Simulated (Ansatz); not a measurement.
**SiH₃ (doublet): wave-function methods side by side at distance H1–H2 along a hydrogen transfer = 0.745 Å, cc-pVTZ**

The task here is to estimate one member of a computed series from the others.

Program: Ansatz 0.2.0, Gaussian basis. Level of theory: cc-pVTZ, core rule «outside noble gas», up to 5 orbitals frozen. These are calculated values, not measurements.

To be run: UHF; CCSD(T) on ROHF; CCSD(T) on UHF; BCCD(T) on ROHF; CISD; CCSDT(Q) on ROHF; CCSDT(Q) on UHF; CASSCF and NEVPT2, 7 electrons in 7 orbitals.

5 further runs of the same task are left out: 5 that didn't finish.

### The system

The geometry derives from fragments relaxed apart (PBE0/def2-TZVP) and kept rigid, so it is no stationary point. A hydrogen atom is moved between rigid fragments.

4 atoms, charge 0, spin multiplicity 2.

Atoms are counted from 1 here; the program's logs count them from 0.

Bond lengths: H1–H2 0.745 Å, Si3–H4 1.532 Å.

The first run:

in.yaml reads:

```yaml
crystal:
  periodic: [false, false, false]
  atoms:
    - {symbol: H, position_ang: [-2.677988, 0.047936, 0.000000]}
    - {symbol: H, position_ang: [-1.932988, 0.047936, 0.000000]}
    - {symbol: Si, position_ang: [0.146012, 0.047936, 0.000000]}
    - {symbol: H, position_ang: [0.542447, -1.431577, 0.000000]}
basis:
  gaussian: {orbitals: cc-pVTZ}
magnetization: {spin_polarized: true, initial_magnetization: 1}
hamiltonian: {xc: hf}
output: {orbitals: {seedname: orbitals}}
```

The run is started by

```bash
> ansatz run in.yaml --threads 1 --pin off --events-out ev --progress --plain --max-ram 2393MiB
```

Among the steps run: UHF; CCSD(T) on ROHF; CCSD(T) on UHF; BCCD(T) on ROHF; CISD; CCSDT(Q) on ROHF; CCSDT(Q) on UHF; CASSCF and NEVPT2, 7 electrons in 7 orbitals.

One of the session's tables, all rows but one given; the rest of the session is left out.

| method | from UCCSDT(Q) (kJ/mol) |
| --- | --- |
| ROHF | +415.8 |
| UHF | +402.4 |
| RMP2 | +91.4 |
| UMP2 | +95.3 |
| CISD | +33.9 |
| RCCSD | +13.2 |
| UCCSD | +12.8 |
| RCCSD(T) | +2.7 |
| UCCSD(T) | +2.7 |
| BCCD(T) | +2.8 |
| RCCSDT | +0.4 |
| UCCSDT | +0.3 |
| RCCSDT(Q) | +0.1 |
| UCCSDT(Q) | 0 |
| CASSCF valence | +276.9 |
| NEVPT2 valence | ? |

**Question.** Estimate the row for NEVPT2 valence.

The run gave: from UCCSDT(Q) (kJ/mol): +83.8. In the column «from UCCSDT(Q) (kJ/mol)» it lies between CISD (+33.9) and RMP2 (+91.4).

Caveats from the session: Restricted and unrestricted rows rest on different reference determinants; where their highest levels disagree by more than a few hundredths of an eV, they describe different states and don't form one ladder.
